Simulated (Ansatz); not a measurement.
Isolated molecules relaxed with PBE0-D4/def2-TZVP in Ansatz; ΔE leaves out vibrations. CBS: MP2 limit from def2 TZ/QZ plus the TZ coupled-cluster correction, frozen cores. This one scheme is used for every species, atoms too. DFT in def2-TZVPP. HSE06 is defined as in plane-wave codes. Open shells (•) are unrestricted, without spin–orbit coupling. Spin–orbit coupling would lower the free atoms: a little for Al, C, Si.

Consider the atomization: `[CH3][AlH][SiH3]` → Al• + C• + 7 H• + Si•.

`[CH3][AlH][SiH3]`:

Cartesian coordinates in Å:
```
C 1.780 -0.039 0.685
Al -0.013 -0.770 0.432
Si -1.691 0.453 -0.891
H 2.536 -0.750 0.332
H 1.944 0.911 0.172
H 1.978 0.114 1.751
H -0.377 -2.170 1.100
H -1.203 0.691 -2.282
H -1.948 1.801 -0.301
H -3.006 -0.240 -0.997
```

| level | ΔE (eV) | difference from CCSD(T)/CBS |
| --- | --- | --- |
| PBE-D4 | 31.49 | -0.25 |
| BLYP-D4 | 31.29 | -0.45 |
| B97M-V | 32.01 | 0.27 |
| PBE0-D4 | 31.42 | -0.32 |
| r2SCANh-D4 | 31.66 | -0.08 |
| r2SCAN0-D4 | 31.55 | -0.19 |
| ωB97M-V | 31.70 | -0.04 |
| B2PLYP | 31.28 | -0.46 |
| PBE | 31.33 | -0.41 |
| revPBE | 30.59 | -1.15 |
| r2SCANh | 31.61 | -0.13 |
| HSE06 | 31.30 | -0.44 |
| MP2/def2-SVP | 29.75 | -1.99 |
| HF/def2-TZVPP | 24.42 | -7.32 |
| CCSD/def2-TZVPP | 30.79 | -0.95 |
| HF/CBS(def2) | 24.47 | -7.27 |
| CCSD(T)/CBS | 31.74 | 0 |

Largest T1 diagnostic among the species: 0.018.

From PBE to PBE0 (25 % exact exchange), in def2-TZVPP and without D4, ΔE moves by −0.04 eV: exact exchange takes away binding that semilocal exchange gives to molecules. Leaving LDA and LC-ωPBE aside and taking each functional with its dispersion term where it has one, the values, not all of them listed here, spread over 0.97 eV, from revPBE-D4 to B97M-V. LDA lies +3.52 eV from PBE without D4, its usual overbinding. The D4 term adds +0.26 eV with B3LYP and +0.14 eV with PBE0; it sums over pairs of atoms, weighted by their polarisabilities, and B3LYP, whose exchange is more repulsive, gets the larger term.

B3LYP here is the variant with VWN-RPA as its local correlation; programs differ in this.

For atomizations the MP2-based limit and the directly extrapolated one differ by several kJ/mol either way, and by 10 to 25 for some Ge, Se and Sn compounds, so smaller differences from it don't rank the levels.
